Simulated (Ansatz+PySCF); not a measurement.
Two shapes of quintet O₄ in separate pieces.

Shape 1:

```xyz
4

O     0.0000    0.0000   -2.1389
O     0.0000    0.0000    2.1389
O    30.0000    0.0000   -0.5941
O    30.0000    0.0000    0.5941
```

Shape 2:

```xyz
4

O     0.0000    0.0000   -1.3071
O     0.0000    0.0000    1.3071
O    30.0000    0.0000   -0.8912
O    30.0000    0.0000    0.8912
```

Basis set: 6-31G (spherical functions). Correlated methods keep 4 orbitals frozen. Charge 0, multiplicity 5.

Computed with Ansatz (development build ahead of 0.2.0); each method stands on the lowest determinant of its kind that the runs found.

(1) Which shape is lower in energy, and by how much in each method?

Results:

(1)

```
 method  E(2) − E(1) (eV)
    UHF            -0.683
UHF-MP2             2.249
```

The methods disagree on the order. Caution: the unrestricted determinant is a mixture of spin states; the determinant breaks the point group. Caution for UHF-MP2: forces differ strongly between restricted and unrestricted references; large amplitudes, a single reference is doubtful.
